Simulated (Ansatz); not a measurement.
Species: CH₃O (charge -1, singlet). 
Coordinates optimised at B3LYP-D3(BJ)/def2-TZVP (Ansatz, a quantum-chemistry and plane-wave program):
```xyz
5

C     -0.5212     0.0979     0.0242
O      0.7752    -0.1455    -0.0360
H     -1.0129     0.0062     1.0555
H     -0.8624     1.1430    -0.3000
H     -1.1989    -0.5721    -0.6129
```
Charge -1, spin multiplicity 1.

Basis-set convergence of Hartree-Fock and CCSD(T) correlation energies (hartree) with Ansatz. Cores are frozen in the correlated levels unless marked. Spin-orbit coupling is left out. Non-relativistic. This anion needs diffuse functions, which these sets lack.

```tsv
basis	functions	E(HF)	E(corr, CCSD(T))	rough core time
cc-pVDZ	43	-114.39363	-0.37296	under 20 s
cc-pVTZ	102	-114.44254	-0.46815	under 20 s
cc-pVQZ	200	(withheld)	(withheld)	60 s
```

Some entries are withheld; supply them.


- cc-pVQZ, E(HF): -114.45689
- cc-pVQZ, E(corr, CCSD(T)): -0.50014
